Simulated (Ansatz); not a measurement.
**BSi (doublet): from Hartree-Fock to the top rungs at distance Si1–B2 = 5.220 Å, cc-pVTZ**

An exercise on one series of results from a longer session: the logs are not shown, and one member is left open.

Computed with Ansatz 0.2.0, Gaussian basis. Level: cc-pVTZ, core rule «outside noble gas», up to 6 orbitals frozen.

To be run: UHF; CCSD(T) on UHF; BCCD(T) on ROHF; CISD; CCSDT(Q) on UHF; CASSCF and MRCISD+Q, 3 electrons in 3 orbitals; CASSCF and NEVPT2, 3 electrons in 3 orbitals; CASSCF and MRCISD+Q, 7 electrons in 8 orbitals; CASSCF and NEVPT2, 7 electrons in 8 orbitals.

13 further runs of the same task are left out: 3 for a known fault of the program, 9 that didn't finish, 1 set aside as unsound or not needed.

**What is computed**

The geometry derives from a PBE0/def2-TZVP stationary point (not a proven minimum). One bond is set to the value named and the two fragments are kept rigid.

2 atoms, charge 0, spin multiplicity 2.

Atoms are counted from 1 here; the program's logs count them from 0.

No contacts short enough for the rule that draws bonds.

The first run:

in.yaml reads:

```yaml
crystal:
  periodic: [false, false, false]
  atoms:
    - {symbol: Si, position_ang: [0.000000, 0.000000, 0.000000]}
    - {symbol: B, position_ang: [0.000000, 0.000000, 5.220000]}
basis:
  gaussian: {orbitals: cc-pVTZ}
magnetization: {spin_polarized: true, initial_magnetization: 1}
hamiltonian: {xc: hf}
output: {orbitals: {seedname: orbitals}}
```

Started as:

```bash
ansatz run in.yaml --threads 1 --pin off --events-out ev --progress --plain --max-ram 2393MiB
```

Among the steps run: UHF; CCSD(T) on UHF; BCCD(T) on ROHF; CISD; CCSDT(Q) on UHF; CASSCF and MRCISD+Q, 3 electrons in 3 orbitals; CASSCF and NEVPT2, 3 electrons in 3 orbitals; CASSCF and MRCISD+Q, 7 electrons in 8 orbitals; CASSCF and NEVPT2, 7 electrons in 8 orbitals.

One of the session's tables, all rows but one given; the rest of the session is left out.

It belongs to the step «Misses and costs». 

```
          method  from UCCSDT(Q) (meV)
             UHF               +3921.5
            UMP2               +1191.7
           UCCSD                +137.1
        UCCSD(T)                 +34.0
         BCCD(T)                 +54.9
          UCCSDT                  +1.9
       UCCSDT(Q)                     0
     CASSCF pair                     ?
     NEVPT2 pair               +1130.0
     MRCISD pair                +414.4
   MRCISD+Q pair                 -58.5
  CASSCF valence               +2831.3
  NEVPT2 valence                +803.1
  MRCISD valence                +224.8
MRCISD+Q valence                 +17.0
```

Q: Estimate the row for CASSCF pair from the others.

**Answer.** from UCCSDT(Q) (meV): +4144.6. In the column «from UCCSDT(Q) (meV)» it is the highest.

Not comparable, so not listed: CISD (they don't share determinant, frozen orbitals or solution with the rows shown, or repeat one).

Caveats from the session: The determinant is far from a pure spin state, so its energy mixes those of several spin states (harmless only where they are near-degenerate, as at dissociation). The report flags that the cluster equations may have other roots. The program flags BCCD(T) as in doubt, so those rows may rest on another solution; read them beside their warnings.
